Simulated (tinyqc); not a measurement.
Inside a calculation. Method: G0W0 on RHF in the sto-6g basis, for H2F+, spin multiplicity 1. Computed by tinyqc, a small Python program that keeps every step (integrals from PySCF). Settings: charge = 1, multiplicity = 1, basis = sto-6g, method = RHF, energy threshold = 1e-10, iteration cap = 50, orthogonalisation = symmetric, start = Wolfsberg-Helmholz matrix, DIIS depth = 6. Command: `OMP_NUM_THREADS=1 python tinyqc.py 25108 25109 out.jsonl` (the two numbers bound the seeds that draw the settings). One thread of a shared host (Intel(R) Xeon(R) Processor @ 2.60GHz), about 0.1 s of CPU time with the checks. The early iterations of the SCF are left out here.

## One-electron integrals

Geometry (angstrom):
```
atom,x,y,z
F,0.000000,0.000000,0.000000
H,0.000000,0.844000,0.702000
H,0.000000,-0.844000,0.702000
```

Basis sto-6g: exponents (1/bohr^2) and contraction coefficients of normalised primitives:
```
element,l (shell),exponent,coefficient
F,s (1),1728.626574,0.009164
F,s (1),316.941790,0.049361
F,s (1),88.668891,0.168538
F,s (1),30.460157,0.370563
F,s (1),11.828570,0.416492
F,s (1),4.871659,0.130334
F,s (2),67.032281,-0.013253
F,s (2),13.267438,-0.046992
F,s (2),4.123510,-0.033785
F,s (2),1.586463,0.250242
F,s (2),0.689002,0.595117
F,s (2),0.315820,0.240706
F,p (3),67.032281,0.003760
F,p (3),13.267438,0.037679
F,p (3),4.123510,0.173897
F,p (3),1.586463,0.418036
F,p (3),0.689002,0.425860
F,p (3),0.315820,0.101708
H,s (1),35.523221,0.009164
H,s (1),6.513144,0.049361
H,s (1),1.822143,0.168538
H,s (1),0.625955,0.370563
H,s (1),0.243077,0.416492
H,s (1),0.100112,0.130334
```

Overlap, kinetic and nuclear-attraction integrals over the contracted functions; the nuclear repulsion is the sum of Za Zb / Rab.

nuclear repulsion = 8.99019971 hartree

overlap S, lower triangle:
```
,1F 1s,1F 2s,1F 2px,1F 2py,1F 2pz,2H 1s,3H 1s
1F 1s,1.000000
1F 2s,0.232479,1.000000
1F 2px,0.000000,0.000000,1.000000
1F 2py,0.000000,0.000000,0.000000,1.000000
1F 2pz,0.000000,0.000000,0.000000,0.000000,1.000000
2H 1s,0.033359,0.340554,0.000000,0.217271,0.180716,1.000000
3H 1s,0.033359,0.340554,0.000000,-0.217271,0.180716,0.194776,1.000000
```

kinetic energy T (hartree), lower triangle:
```
,1F 1s,1F 2s,1F 2px,1F 2py,1F 2pz,2H 1s,3H 1s
1F 1s,37.397730
1F 2s,-1.143349,1.082297
1F 2px,0.000000,0.000000,3.251325
1F 2py,0.000000,0.000000,0.000000,3.251325
1F 2pz,0.000000,0.000000,0.000000,0.000000,3.251325
2H 1s,-0.005022,0.051387,0.000000,0.114348,0.095109,0.768522
3H 1s,-0.005022,0.051387,0.000000,-0.114348,0.095109,-0.003775,0.768522
```

nuclear attraction V (hartree), lower triangle:
```
,1F 1s,1F 2s,1F 2px,1F 2py,1F 2pz,2H 1s,3H 1s
1F 1s,-78.786530
1F 2s,-8.089838,-12.437401
1F 2px,0.000000,0.000000,-12.387458
1F 2py,0.000000,0.000000,0.000000,-12.475120
1F 2pz,-0.014212,-0.165825,0.000000,0.000000,-12.448104
2H 1s,-1.328166,-3.138339,0.000000,-1.732400,-1.486480,-5.800502
3H 1s,-1.328166,-3.138339,0.000000,1.732400,-1.486480,-1.249116,-5.800502
```

core Hamiltonian H = T + V (hartree), lower triangle:
```
,1F 1s,1F 2s,1F 2px,1F 2py,1F 2pz,2H 1s,3H 1s
1F 1s,-41.388801
1F 2s,-9.233187,-11.355104
1F 2px,0.000000,0.000000,-9.136133
1F 2py,0.000000,0.000000,0.000000,-9.223795
1F 2pz,-0.014212,-0.165825,0.000000,0.000000,-9.196779
2H 1s,-1.333188,-3.086952,0.000000,-1.618052,-1.391371,-5.031980
3H 1s,-1.333188,-3.086952,0.000000,1.618052,-1.391371,-1.252891,-5.031980
```

## Two-electron integrals

Functions are numbered as in S; the eight-fold symmetry (ij|kl) = (ji|kl) = (kl|ij) leaves the list below.

Two-electron integrals (ij|kl) in chemists' order, unique and non-zero (hartree):
```
i,j,k,l,(ij|kl)
1,1,1,1,5.406240
2,1,1,1,0.768129
2,1,2,1,0.138909
2,2,1,1,1.266271
2,2,2,1,0.283987
2,2,2,2,0.926367
3,1,3,1,0.029452
3,2,3,1,0.044681
3,2,3,2,0.204753
3,3,1,1,1.266273
3,3,2,1,0.283987
3,3,2,2,0.926366
3,3,3,3,0.998085
4,1,4,1,0.029452
4,2,4,1,0.044681
4,2,4,2,0.204753
4,3,4,3,0.053789
4,4,1,1,1.266273
4,4,2,1,0.283987
4,4,2,2,0.926366
4,4,3,3,0.890506
4,4,4,4,0.998085
5,1,5,1,0.029452
5,2,5,1,0.044681
5,2,5,2,0.204753
5,3,5,3,0.053789
5,4,5,4,0.053789
5,5,1,1,1.266273
5,5,2,1,0.283987
5,5,2,2,0.926366
5,5,3,3,0.890506
5,5,4,4,0.890506
5,5,5,5,0.998085
6,1,1,1,0.117386
6,1,2,1,0.020355
6,1,2,2,0.040727
6,1,3,3,0.040658
6,1,4,1,0.000681
6,1,4,2,0.001333
6,1,4,4,0.040780
6,1,5,1,0.000567
6,1,5,2,0.001109
6,1,5,4,0.000102
6,1,5,5,0.040743
6,1,6,1,0.003032
6,2,1,1,0.303093
6,2,2,1,0.069025
6,2,2,2,0.251936
6,2,3,3,0.248344
6,2,4,1,0.003855
6,2,4,2,0.029312
6,2,4,4,0.254713
6,2,5,1,0.003206
6,2,5,2,0.024381
6,2,5,4,0.005298
6,2,5,5,0.252750
6,2,6,1,0.010123
6,2,6,2,0.085598
6,3,3,1,0.007586
6,3,3,2,0.043713
6,3,4,3,0.006093
6,3,5,3,0.005068
6,3,6,3,0.012413
6,4,1,1,0.160774
6,4,2,1,0.037123
6,4,2,2,0.144835
6,4,3,3,0.138762
6,4,4,1,0.009378
6,4,4,2,0.059500
6,4,4,4,0.154514
6,4,5,1,0.001491
6,4,5,2,0.013131
6,4,5,4,0.008034
6,4,5,5,0.141229
6,4,6,1,0.005675
6,4,6,2,0.060401
6,4,6,4,0.054678
6,5,1,1,0.133724
6,5,2,1,0.030877
6,5,2,2,0.120467
6,5,3,3,0.115416
6,5,4,1,0.001491
6,5,4,2,0.013131
6,5,4,4,0.118382
6,5,5,1,0.008825
6,5,5,2,0.054635
6,5,5,4,0.008560
6,5,5,5,0.127604
6,5,6,1,0.004720
6,5,6,2,0.050239
6,5,6,4,0.035154
6,5,6,5,0.041653
6,6,1,1,0.471699
6,6,2,1,0.109441
6,6,2,2,0.459832
6,6,3,3,0.444774
6,6,4,1,0.007478
6,6,4,2,0.079821
6,6,4,4,0.471474
6,6,5,1,0.006220
6,6,5,2,0.066392
6,6,5,4,0.022208
6,6,5,5,0.463246
6,6,6,1,0.016158
6,6,6,2,0.204605
6,6,6,4,0.167333
6,6,6,5,0.139180
6,6,6,6,0.774999
7,1,1,1,0.117386
7,1,2,1,0.020355
7,1,2,2,0.040727
7,1,3,3,0.040658
7,1,4,1,-0.000681
7,1,4,2,-0.001333
7,1,4,4,0.040780
7,1,5,1,0.000567
7,1,5,2,0.001109
7,1,5,4,-0.000102
7,1,5,5,0.040743
7,1,6,1,0.002998
7,1,6,2,0.009860
7,1,6,4,0.005068
7,1,6,5,0.004600
7,1,6,6,0.015616
7,1,7,1,0.003032
7,2,1,1,0.303093
7,2,2,1,0.069025
7,2,2,2,0.251936
7,2,3,3,0.248344
7,2,4,1,-0.003855
7,2,4,2,-0.029312
7,2,4,4,0.254713
7,2,5,1,0.003206
7,2,5,2,0.024381
7,2,5,4,-0.005298
7,2,5,5,0.252750
7,2,6,1,0.009860
7,2,6,2,0.070900
7,2,6,4,0.034362
7,2,6,5,0.040484
7,2,6,6,0.139084
7,2,7,1,0.010123
7,2,7,2,0.085598
7,3,3,1,0.007586
7,3,3,2,0.043713
7,3,4,3,-0.006093
7,3,5,3,0.005068
7,3,6,3,0.009996
7,3,7,3,0.012413
7,4,1,1,-0.160774
7,4,2,1,-0.037123
7,4,2,2,-0.144835
7,4,3,3,-0.138762
7,4,4,1,0.009378
7,4,4,2,0.059500
7,4,4,4,-0.154514
7,4,5,1,-0.001491
7,4,5,2,-0.013131
7,4,5,4,0.008034
7,4,5,5,-0.141229
7,4,6,1,-0.005068
7,4,6,2,-0.034362
7,4,6,4,-0.007031
7,4,6,5,-0.019224
7,4,6,6,-0.060992
7,4,7,1,-0.005675
7,4,7,2,-0.060401
7,4,7,4,0.054678
7,5,1,1,0.133724
7,5,2,1,0.030877
7,5,2,2,0.120467
7,5,3,3,0.115416
7,5,4,1,-0.001491
7,5,4,2,-0.013131
7,5,4,4,0.118382
7,5,5,1,0.008825
7,5,5,2,0.054635
7,5,5,4,-0.008560
7,5,5,5,0.127604
7,5,6,1,0.004600
7,5,6,2,0.040484
7,5,6,4,0.019224
7,5,6,5,0.032787
7,5,6,6,0.087732
7,5,7,1,0.004720
7,5,7,2,0.050239
7,5,7,4,-0.035154
7,5,7,5,0.041653
7,6,1,1,0.112340
7,6,2,1,0.025913
7,6,2,2,0.104352
7,6,3,3,0.102196
7,6,4,4,0.103798
7,6,5,1,0.001837
7,6,5,2,0.017351
7,6,5,5,0.107061
7,6,6,1,0.003770
7,6,6,2,0.036825
7,6,6,4,0.022666
7,6,6,5,0.024686
7,6,6,6,0.098777
7,6,7,1,0.003770
7,6,7,2,0.036825
7,6,7,4,-0.022666
7,6,7,5,0.024686
7,6,7,6,0.020611
7,7,1,1,0.471699
7,7,2,1,0.109441
7,7,2,2,0.459832
7,7,3,3,0.444774
7,7,4,1,-0.007478
7,7,4,2,-0.079821
7,7,4,4,0.471474
7,7,5,1,0.006220
7,7,5,2,0.066392
7,7,5,4,-0.022208
7,7,5,5,0.463246
7,7,6,1,0.015616
7,7,6,2,0.139084
7,7,6,4,0.060992
7,7,6,5,0.087732
7,7,6,6,0.310219
7,7,7,1,0.016158
7,7,7,2,0.204605
7,7,7,4,-0.167333
7,7,7,5,0.139180
7,7,7,6,0.098777
7,7,7,7,0.774999
```

## Orthogonalisation

S = U s U^T; symmetric (Loewdin) form X = U s^(-1/2) U^T, so that X^T S X = 1.

eigenvalues of S: 0.507116  0.580280  0.895265  1.000000  1.098560  1.224944  1.693835

X, lower triangle:
```
,1F 1s,1F 2s,1F 2px,1F 2py,1F 2pz,2H 1s,3H 1s
1F 1s,1.022257
1F 2s,-0.130055,1.117633
1F 2px,0.000000,0.000000,1.000000
1F 2py,0.000000,0.000000,0.000000,1.046318
1F 2pz,-0.005022,0.050120,0.000000,0.000000,1.026026
2H 1s,0.014788,-0.181369,0.000000,-0.137919,-0.094530,1.093810
3H 1s,0.014788,-0.181369,0.000000,0.137919,-0.094530,-0.076148,1.093810
```

## Iteration 8 (converged): orbitals

converged F (hartree), lower triangle:
```
,1F 1s,1F 2s,1F 2px,1F 2py,1F 2pz,2H 1s,3H 1s
1F 1s,-26.929154
1F 2s,-6.520722,-3.461367
1F 2px,0.000000,0.000000,-1.019390
1F 2py,0.000000,0.000000,0.000000,-0.924463
1F 2pz,-0.021737,-0.102406,0.000000,0.000000,-0.956012
2H 1s,-0.943891,-1.001655,0.000000,-0.451726,-0.421808,-0.749935
3H 1s,-0.943891,-1.001655,0.000000,0.451726,-0.421808,-0.332781,-0.749935
```

Diagonalise F' = X^T F X, C = X C', fill 5 alpha and 5 beta electrons from the bottom; D = 2 C_occ C_occ^T. Each column has its largest component positive (the first on a tie).

F' = X^T F X (hartree), lower triangle:
```
,1,2,3,4,5,6,7
1,-26.515591
2,-3.198900,-2.229858
3,0.000000,0.000000,-1.019390
4,0.000000,0.000000,0.000000,-0.767206
5,-0.035451,0.032472,0.000000,0.000000,-0.861336
6,-0.124289,-0.403464,0.000000,-0.369446,-0.287166,-0.392218
7,-0.124289,-0.403464,0.000000,0.369446,-0.287166,-0.077609,-0.392218
```

orbital energies (hartree): MO1 -26.932245, MO2 -2.016693, MO3 -1.110286, MO4 -1.051750, MO5 -1.019390, MO6 -0.075924, MO7 0.028471

coefficients C:
```
,MO1,MO2,MO3,MO4,MO5,MO6,MO7
1F 1s,0.997179,-0.239189,0.000000,0.060960,0.000000,0.084220,0.000000
1F 2s,0.012455,0.962668,0.000000,-0.324814,0.000000,-0.549482,0.000000
1F 2px,0.000000,0.000000,0.000000,0.000000,1.000000,0.000000,0.000000
1F 2py,0.000000,0.000000,0.767556,0.000000,0.000000,0.000000,-0.737349
1F 2pz,0.001582,0.096106,0.000000,0.845637,0.000000,-0.590590,0.000000
2H 1s,-0.002041,0.074574,0.338799,0.243586,0.000000,0.703540,0.767227
3H 1s,-0.002041,0.074574,-0.338799,0.243586,0.000000,0.703540,-0.767227
```

D after iteration 8, lower triangle:
```
,1F 1s,1F 2s,1F 2px,1F 2py,1F 2pz,2H 1s,3H 1s
1F 1s,2.110588
1F 2s,-0.475282,2.064779
1F 2px,0.000000,0.000000,2.000000
1F 2py,0.000000,0.000000,0.000000,1.178283
1F 2pz,0.060279,-0.364273,0.000000,0.000000,1.448681
2H 1s,-0.010047,-0.014712,0.000000,0.520094,0.426299,0.359369
3H 1s,-0.010047,-0.014712,0.000000,-0.520094,0.426299,-0.099770,0.359369
```

## Convergence

Stop when the energy changes by less than 1e-10 hartree and every element of the error matrix X^T (F D S - S D F) X is below 3e-06.

Course of the cycle:
```
iteration,E (hartree),change,largest element of the error matrix
1,-99.44395959,-,5.27e-01
2,-99.74388766,-3.00e-01,1.14e-01
3,-99.75879065,-1.49e-02,2.09e-02
4,-99.75939108,-6.00e-04,3.30e-03
5,-99.75942350,-3.24e-05,7.23e-04
6,-99.75942475,-1.25e-06,1.68e-05
7,-99.75942475,-4.54e-10,1.06e-07
8,-99.75942475,-4.26e-14,5.91e-10
```

PySCF RHF in the same basis = -99.75942475 hartree

Converged in 8 iterations.

## Integrals over molecular orbitals

(pq|rs) = sum C_ip C_jq C_kr C_ls (ij|kl), one index at a time.

one-electron integrals over orbitals h = C^T H C (hartree), lower triangle:
```
,1,2,3,4,5,6,7
1,-41.375679
2,0.705502,-9.655062
3,0.000000,0.000000,-7.984766
4,-0.172514,0.396531,0.000000,-8.467621
5,0.000000,0.000000,0.000000,0.000000,-9.136133
6,-0.250020,1.279487,0.000000,1.619367,0.000000,-5.633144
7,0.000000,0.000000,2.158339,0.000000,0.000000,0.000000,-5.802436
```

Two-electron integrals over orbitals (pq|rs), unique and non-zero (hartree):
```
p,q,r,s,(pq|rs)
1,1,1,1,5.381964
2,1,1,1,-0.520347
2,1,2,1,0.081497
2,2,1,1,1.229261
2,2,2,1,-0.021494
2,2,2,2,0.866269
3,1,3,1,0.018647
3,2,3,1,0.026455
3,2,3,2,0.155049
3,3,1,1,0.995577
3,3,2,1,-0.008161
3,3,2,2,0.759690
3,3,3,3,0.731611
4,1,1,1,0.134869
4,1,2,1,-0.018592
4,1,2,2,0.013225
4,1,3,3,0.004574
4,1,4,1,0.027727
4,2,1,1,-0.107706
4,2,2,1,0.008308
4,2,2,2,-0.007719
4,2,3,3,-0.011170
4,2,4,1,0.028138
4,2,4,2,0.157565
4,3,3,1,-0.003966
4,3,3,2,0.005125
4,3,4,3,0.050724
4,4,1,1,1.119029
4,4,2,1,-0.013130
4,4,2,2,0.799849
4,4,3,3,0.700050
4,4,4,1,-0.009794
4,4,4,2,-0.085011
4,4,4,4,0.842248
5,1,5,1,0.030362
5,2,5,1,0.039234
5,2,5,2,0.183762
5,3,5,3,0.038582
5,4,5,1,-0.009434
5,4,5,2,-0.034729
5,4,5,4,0.051858
5,5,1,1,1.265986
5,5,2,1,-0.013626
5,5,2,2,0.886186
5,5,3,3,0.747619
5,5,4,1,0.003375
5,5,4,2,-0.057123
5,5,4,4,0.811820
5,5,5,5,0.998085
6,1,1,1,0.192938
6,1,2,1,-0.032129
6,1,2,2,0.003546
6,1,3,3,0.001602
6,1,4,1,-0.006663
6,1,4,2,-0.020570
6,1,4,4,0.012413
6,1,5,5,0.004774
6,1,6,1,0.021018
6,2,1,1,-0.271945
6,2,2,1,0.007105
6,2,2,2,-0.140521
6,2,3,3,-0.090337
6,2,4,1,-0.018689
6,2,4,2,-0.048819
6,2,4,4,-0.084874
6,2,5,5,-0.140019
6,2,6,1,0.007236
6,2,6,2,0.076265
6,3,3,1,-0.004210
6,3,3,2,0.016494
6,3,4,3,0.016988
6,3,6,3,0.061148
6,4,1,1,-0.309271
6,4,2,1,0.004006
6,4,2,2,-0.165590
6,4,3,3,-0.102647
6,4,4,1,-0.003358
6,4,4,2,0.026949
6,4,4,4,-0.167366
6,4,5,5,-0.173416
6,4,6,1,-0.000031
6,4,6,2,0.059205
6,4,6,4,0.096617
6,5,5,1,-0.011949
6,5,5,2,-0.046697
6,5,5,4,-0.011353
6,5,6,5,0.024620
6,6,1,1,0.706183
6,6,2,1,-0.005789
6,6,2,2,0.572885
6,6,3,3,0.549536
6,6,4,1,0.015103
6,6,4,2,0.064210
6,6,4,4,0.541581
6,6,5,5,0.548258
6,6,6,1,-0.005937
6,6,6,2,-0.058884
6,6,6,4,-0.031246
6,6,6,6,0.546008
7,1,3,1,-0.016659
7,1,3,2,-0.022815
7,1,4,3,0.003636
7,1,6,3,0.003509
7,1,7,1,0.014892
7,2,3,1,-0.017407
7,2,3,2,-0.067631
7,2,4,3,0.023662
7,2,6,3,0.024676
7,2,7,1,0.015077
7,2,7,2,0.053941
7,3,1,1,-0.420638
7,3,2,1,0.007796
7,3,2,2,-0.211792
7,3,3,3,-0.168051
7,3,4,1,0.001265
7,3,4,2,0.061972
7,3,4,4,-0.186376
7,3,5,5,-0.231789
7,3,6,1,-0.004698
7,3,6,2,0.063252
7,3,6,4,0.102208
7,3,6,6,-0.019325
7,3,7,3,0.162259
7,4,3,1,0.007410
7,4,3,2,0.056562
7,4,4,3,-0.001558
7,4,6,3,0.045475
7,4,7,1,-0.006612
7,4,7,2,-0.009172
7,4,7,4,0.053980
7,5,5,3,-0.025054
7,5,7,5,0.018302
7,6,3,1,0.008506
7,6,3,2,0.082384
7,6,4,3,0.053322
7,6,6,3,0.075938
7,6,7,1,-0.007469
7,6,7,2,0.008336
7,6,7,4,0.067726
7,6,7,6,0.157132
7,7,1,1,0.747575
7,7,2,1,-0.006371
7,7,2,2,0.589263
7,7,3,3,0.592707
7,7,4,1,0.003387
7,7,4,2,0.013676
7,7,4,4,0.564133
7,7,5,5,0.573463
7,7,6,1,0.001169
7,7,6,2,-0.039833
7,7,6,4,-0.025767
7,7,6,6,0.535492
7,7,7,3,-0.051452
7,7,7,7,0.562811
```

## Screening: direct RPA

With D = e_a - e_i and K = (ia|jb): diagonalise D^(1/2) (D + 4K) D^(1/2) = Z w^2 Z^T; X + Y = D^(1/2) Z w^(-1/2), each column of Z with its largest component positive (the first on a tie); E_c = (sum w - tr (D + 2K)) / 2.

D^(1/2) (D + 4K) D^(1/2) (hartree^2), lower triangle:
```
,1>6,1>7,2>6,2>7,3>6,3>7,4>6,4>7,5>6,5>7
1>6,723.519757
1>7,0.000000,728.486219
2>6,0.208976,0.000000,4.358634
2>7,0.000000,0.447834,0.000000,4.623973
3>6,0.000000,0.074125,0.000000,0.143563,1.322899
3>7,-0.103921,0.000000,0.376130,0.000000,0.000000,2.035864
4>6,-0.000636,0.000000,0.325907,0.000000,0.000000,0.430971,1.329362
4>7,0.000000,-0.142728,0.000000,-0.054531,0.192276,0.000000,0.000000,1.400117
5>6,0.000000,0.000000,0.000000,0.000000,0.000000,0.000000,0.000000,0.000000,0.983039
5>7,0.000000,0.000000,0.000000,0.000000,0.000000,0.000000,0.000000,0.000000,0.000000,1.174726
```

excitation energies w (hartree): 0.991483  1.058054  1.076681  1.083848  1.247739  1.461913  2.113555  2.151879  26.898324  26.990490

X + Y:
```
,1,2,3,4,5,6,7,8,9,10
1>6,0.000000,-0.000229,0.000000,0.000000,0.000000,0.000814,-0.000922,0.000000,0.999219,0.000000
1>7,0.000000,0.000000,-0.000884,0.000000,0.000456,0.000000,0.000000,-0.002213,0.000000,0.999448
2>6,0.000000,-0.059588,0.000000,0.000000,0.000000,-0.241151,0.936081,0.000000,0.000078,0.000000
2>7,0.000000,0.000000,-0.057939,0.000000,-0.020030,0.000000,0.000000,0.973908,0.000000,0.000170
3>6,0.000000,0.000000,0.760730,0.000000,0.572816,0.000000,0.000000,0.029475,0.000000,0.000020
3>7,0.000000,-0.425688,0.000000,0.000000,0.000000,0.790186,0.127238,0.000000,-0.000030,0.000000
4>6,0.000000,0.874766,0.000000,0.000000,0.000000,0.321252,0.085120,0.000000,0.000000,0.000000
4>7,0.000000,0.000000,-0.630196,0.000000,0.723094,0.000000,0.000000,-0.010135,0.000000,-0.000039
5>6,0.975484,0.000000,0.000000,0.000000,0.000000,0.000000,0.000000,0.000000,0.000000,0.000000
5>7,0.000000,0.000000,0.000000,0.983258,0.000000,0.000000,0.000000,0.000000,0.000000,0.000000
```

RPA correlation energy = -0.05779001 hartree

## G0W0 on Hartree-Fock: HOMO

W(p,q,m) = sqrt2 sum_ia (pq|ia) (X+Y)_ia,m; Sigma_c(x) = sum_(i,m) W^2/(x - e_i + w_m) + sum_(a,m) W^2/(x - e_a - w_m); solve x = e_p + Sigma_c(x) by Newton steps; Z = 1/(1 - dSigma/dx); 1 hartree = 27.211386 eV.

The 12 largest terms at x = e_p (hartree; W for the signs of X + Y given):
```
q,m,W,term
5,6,-0.290051,0.057548
5,7,-0.247949,0.029088
5,2,-0.063196,0.003775
2,1,-0.064421,0.002087
3,4,-0.034838,0.001033
6,1,0.033964,-0.000596
7,4,0.025450,-0.000304
4,1,-0.015662,0.000240
1,1,-0.016485,0.000010
5,9,0.006740,1.69e-06
```

Newton steps (hartree):
```
step,x,Sigma_c(x),Z
0,-1.019390,0.092881,0.944012
1,-0.931709,0.087957,0.949503
2,-0.931446,0.087943,0.949518
3,-0.931446,0.087943,0.949518
```

quasiparticle energy of the HOMO = -25.345950 eV

Hartree-Fock value = -27.739011 eV

## G0W0 on Hartree-Fock: LUMO

As before.

The 12 largest terms at x = e_p (hartree; W for the signs of X + Y given):
```
q,m,W,term
7,5,0.130532,-0.012601
4,6,0.137921,0.007803
3,5,0.095341,0.003983
4,7,0.108399,0.003803
2,7,0.119460,0.003520
6,7,-0.085183,-0.003433
2,6,0.071581,0.001506
4,2,0.053006,0.001381
5,1,0.033964,0.000596
6,2,-0.022056,-0.000460
3,8,0.035873,0.000404
7,3,0.020663,-0.000361
```

Newton steps (hartree):
```
step,x,Sigma_c(x),Z
0,-0.075924,0.006439,0.979765
1,-0.069616,0.006309,0.979704
2,-0.069616,0.006309,0.979704
```

quasiparticle energy of the LUMO = -1.894340 eV

Hartree-Fock value = -2.066006 eV
